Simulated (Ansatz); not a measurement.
**BHO (singlet): from Hartree-Fock to the top rungs at distance B1–O2 = 1.579 Å, 6-31G**

An exercise on one series of results from a longer session: the logs are not shown, and one member is left open.

Program: Ansatz 0.2.0, Gaussian basis. Level of theory: 6-31G, core rule «outside noble gas», up to 2 orbitals frozen. These are calculated values, not measurements.

To be run: UHF; CCSD(T) on RHF; BCCD(T) on RHF; CISD; CCSDT(Q) on RHF; CISDTQ; CCSDTQ on RHF; CASSCF and MRCISD+Q, 2 electrons in 2 orbitals; CASSCF and NEVPT2, 2 electrons in 2 orbitals; Full CI.

24 further runs of the same task are left out: 8 for a known fault of the program, 12 that didn't finish, 4 set aside as unsound or not needed.

## The geometry

The geometry derives from a PBE0/def2-TZVP stationary point (not a proven minimum). One bond is set to the value named and the two fragments are kept rigid.

3 atoms, charge 0, spin multiplicity 1.

Atoms are counted from 1 here; the program's logs count them from 0.

Bond lengths: B1–O2 1.579 Å, O2–H3 0.952 Å. Angles: B1–O2–H3 180.0°.

Set-up of the first run:

Contents of in.yaml:

```yaml
crystal:
  periodic: [false, false, false]
  atoms:
    - {symbol: B, position_ang: [0.000000, 0.000000, 1.370078]}
    - {symbol: O, position_ang: [0.000000, 0.000000, -0.208922]}
    - {symbol: H, position_ang: [0.000000, 0.000000, -1.161157]}
basis:
  gaussian: {orbitals: 6-31G}
magnetization: {spin_polarized: true, initial_magnetization: 0}
hamiltonian: {xc: hf}
output: {orbitals: {seedname: orbitals}}
```

Command:

```
> ansatz run in.yaml --threads 1 --pin off --events-out ev --progress --plain --max-ram 2393MiB
```

Steps of the session up to this table: UHF; CCSD(T) on RHF; BCCD(T) on RHF; CISD; CCSDT(Q) on RHF; CISDTQ; CCSDTQ on RHF; CASSCF and MRCISD+Q, 2 electrons in 2 orbitals; CASSCF and NEVPT2, 2 electrons in 2 orbitals; Full CI.

One of the session's tables, all rows but one given; the rest of the session is left out.

| method | from FCI (meV) |
| --- | --- |
| RHF | +5304.6 |
| RMP2 | +642.4 |
| CISD | +563.8 |
| RCCSD | +191.7 |
| RCCSD(T) | +34.6 |
| BCCD(T) | +23.0 |
| RCCSDT | +21.7 |
| CISDTQ | +32.8 |
| RCCSDT(Q) | ? |
| RCCSDTQ | -1.5 |
| CASSCF pair | +4805.9 |
| MRCISD pair | +487.2 |
| MRCISD+Q pair | +86.8 |
| FCI | 0 |

**Question.** Estimate the row for RCCSDT(Q).

As computed: from FCI (meV): -6.6. In the column «from FCI (meV)» it is the lowest.

Not comparable, so not listed: CASSCF and NEVPT2, 2 electrons in 2 orbitals (they don't share determinant, frozen orbitals or solution with the rows shown, or repeat one).

To keep in mind: RCCSDT(Q) falls below full CI, which methods that aren't variational can do. Warnings in the runs' records: passed over end.
